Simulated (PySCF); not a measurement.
## LiF⁻: one state, many levels of theory

State: ²Σ⁺ (doublet), unpaired electrons σ ↑. Set-up: Li aug-cc-pVDZ-DK, F aug-cc-pVDZ-DK; spin-free X2C with a Gaussian nucleus (PySCF 2.14). De refers to Li + F⁻ in their ground configurations, without counterpoise correction. The functionals are run spin-unrestricted. A positive dipole points towards F; it is taken about the centre of mass and depends on that origin.

```tsv
Level	Re (Å)	ωe (cm⁻¹)	De (eV)	μ (D)
UHF	1.624	807	n/a	8.36
UHF-MP2	1.628	826	2.90	n/a
UHF-SCS-MP2	1.621	846	2.93	n/a
UHF-CCSD	1.614	860	n/a	n/a
UHF-CCSD(T)	1.618	852	n/a	n/a
LDA	1.620	800	3.00	8.24
PBE	1.655	742	2.77	7.95
TPSS	1.650	747	2.78	7.92
r²SCAN	1.646	764	2.86	7.97
PBE0	1.638	771	2.85	7.93
HSE06	1.638	770	2.85	7.98
```

The bond length runs from 1.614 Å (UHF-CCSD) to 1.655 Å (PBE). De spans 2.77 eV (PBE, GGA) to 3.00 eV (LDA, local density).

Correlated steps freeze 1 core orbital. Correlated levels converge slowly with the basis: in double zeta they bind strong bonds too weakly, by up to about 1 eV, and carry superposition errors of some tenths. For an ion De counts to the pair picked by the measured ionisation energies or electron affinities, which need not be the lowest pair at this level. Counting both spins, an empty level lies below a filled one in some of these solutions, because spin and occupation are held. The highest Kohn–Sham level is positive in this anion. Much of that is self-interaction error, but it also means that the finite basis helps to hold the extra electron. The state is the lowest determinant that a PBE0 search found; another state may lie lower at other levels.

The whole job (state search and all levels along the bond) took about 3 min on 1 thread of Arm Neoverse V1 (shared host), peak memory 0.61 GiB.
